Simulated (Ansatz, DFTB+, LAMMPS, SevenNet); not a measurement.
Ladder of methods for the lattice constant a of hcp Os

Reference value: 2.734 Å (measured, 293 K, not corrected to a static lattice, our sources range from 2.734 to 2.740; as tabulated in Wikipedia's data pages).

```
level (code)                    value (Å)  difference (%)
------------------------------  ---------  --------------
Lennard-Jones uff-vdw (LAMMPS)      3.032           +10.9
GFN1-xTB as cut by DFTB+            2.751           +0.62
SevenNet-l3i5                       2.763           +1.06
LDA (Ansatz)                        2.716           -0.66
PBE (Ansatz)                        2.754           +0.73
rVV10 (Ansatz)                      2.777           +1.57
r²SCAN+SOC (Ansatz)                 2.740           +0.22
r²SCAN-D4 (Ansatz)                  2.734            0.00
PBE0 (Ansatz)                       2.722           -0.44
```

Leaving aside Lennard-Jones uff-vdw (doubt noted below): The reference is not for a static lattice or low temperature, so close values are not ranked against it. Off by more than 1.25 %, or 1.75 % on the side where a correction would as a rule narrow the miss (bounds picked here): rVV10 (+1.57 %).

The reference isn't brought to a static lattice, while the calculations are for one, so the differences are not the levels' errors alone.  Density-functional levels without +SOC have no spin–orbit coupling. Lennard-Jones uff-vdw: the cell moved over 20 % in volume from its start. Lennard-Jones uff-vdw: this is a force field's van der Waals term alone, without bonds or charges. GFN1-xTB as cut by DFTB+: the method was fitted mainly to molecules. GFN1-xTB as cut by DFTB+: codes differ in how they cut the long-range tail of xTB's charge interaction in a crystal, so the value belongs to this code. Cutoffs and k meshes differ between the levels. Ansatz's density-functional and Hartree–Fock values are scalar-relativistic unless marked +SOC, with PAW data made under PBE.

Machine-learned potentials (SevenNet-l3i5) are trained on DFT data: a solid inside that data is no test of them.

Differences are worked out from the printed values.

Ansatz is a quantum-chemistry and plane-wave program.
